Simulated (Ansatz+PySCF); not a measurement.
The numbers below are computed, except where a source is named.
# Several solutions for singlet Li2

```yaml
atoms:
  - { symbol: Li, position_ang: [0.0000, 0.0000, -1.5050] }
  - { symbol: Li, position_ang: [0.0000, 0.0000, 1.5050] }
```

Basis set: def2-SVP (spherical functions). Charge 0, multiplicity 1.

UHF was run from several starts with Ansatz (development build ahead of 0.2.0) and PySCF 2.14.0.

```
run  program                                 start  converged  energy (hartree)  <S²>
  A   Ansatz               stability test followed        yes         -14.85738  0.37
  B    PySCF  guess huckel, instabilities followed        yes         -14.85738  0.37
  C   Ansatz               atomic start, no search        yes         -14.85568  0.00
  D   Ansatz           search for the lowest state        yes         -14.85738  0.37
  E    PySCF      guess 1e, instabilities followed        yes         -14.85738  0.37
  F    PySCF    guess atom, instabilities followed        yes         -14.85738  0.37
  G    PySCF                      program defaults        yes         -14.85568  0.00
  H    PySCF   guess minao, instabilities followed        yes         -14.85738  0.37
```

**Question.** Which runs reached the lowest solution of this kind, and what is wrong with the others?

**Answer.** A, B, D, E, F, H reached the lowest solution found. Converged but too high: C by 0.05 eV, G by 0.05 eV. Convergence only shows a stationary point, and even a stable one can lie too high; stability tests and further starts are what find lower ones. Caution: the unrestricted determinant is spin contaminated. Caution: the determinant breaks the point group.
